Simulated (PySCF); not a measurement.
Compound: C-cyanomethanimine, C2H2N2.
SMILES: `[H]/N=C/C#N`

The closed-shell ground state was solved at several levels (PySCF, density fitting, gas phase, non-relativistic). Isolated species at its PBE0-D3(BJ)/def2-TZVP geometry, gas phase.

```tsv
level	basis functions	total energy (Eh)	HOMO (eV)	LUMO (eV)	gap (eV)	dipole (D)
PBE0/pcSseg-2	172	-186.7154	-9.08	-2.36	6.72	4.23
wB97X-D/pcSseg-2	172	-186.8675	-11.04	-0.51	10.53	4.29
KT3/pcSseg-2	172	-189.8205	-7.66	-3.33	4.33	4.00
```

(1) What might B97-2/pcSseg-2 (172 basis functions) give for the same quantities?

(2) Over all these levels, which gives the widest orbital gap and which the narrowest?

(3) In the pcSseg-2 basis, how does the gap go with the fixed share of exact exchange?

(4) How far do the dipole and the HOMO energy spread over the levels?

Answers

(1) Total energy -186.8666 Eh, HOMO -8.80 eV, LUMO -2.43 eV, gap 6.37 eV, dipole 4.20 D.

(2) wB97X-D/pcSseg-2 (range-separated hybrid) has the widest, 10.53 eV, and KT3/pcSseg-2 (GGA) the narrowest, 4.33 eV. From the narrowest to the widest the HOMO moves by -3.38 eV and the LUMO by +2.82 eV.

(3) KT3 (0 %) 4.33 eV; B97-2 (21 %) 6.37 eV; PBE0 (25 %) 6.72 eV. Each rise in the share widens the gap here.

(4) The dipole runs from 4.00 to 4.29 D (mean 4.18 D) and the HOMO from -11.04 to -7.66 eV.

The pairwise dispersion term of wB97X-D wasn't added to the energies; at a given geometry it leaves orbitals and properties as they are.
